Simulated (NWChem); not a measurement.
Species: N2 cation, doublet

```xyz
2

N      0.0000     0.0000    -0.5585
N      0.0000     0.0000     0.5585
```
Atoms are numbered in this order, from 1.

Level: B3LYP/6-31G* (spherical d), spin-unrestricted (NWChem), optimised geometry, unscaled harmonic frequencies. 

| frequency (cm⁻¹) | IR intensity (km/mol) |
|---|---|
| 2344 | 0.0 |

The zero-point energy comes out as 3.4 kcal/mol, the thermal correction to the enthalpy at 298.15 K (with zero-point energy) comes out as 5.4 kcal/mol and the heat capacity Cv is 5.0 cal/(mol K).

Rigid rotor and harmonic oscillator.
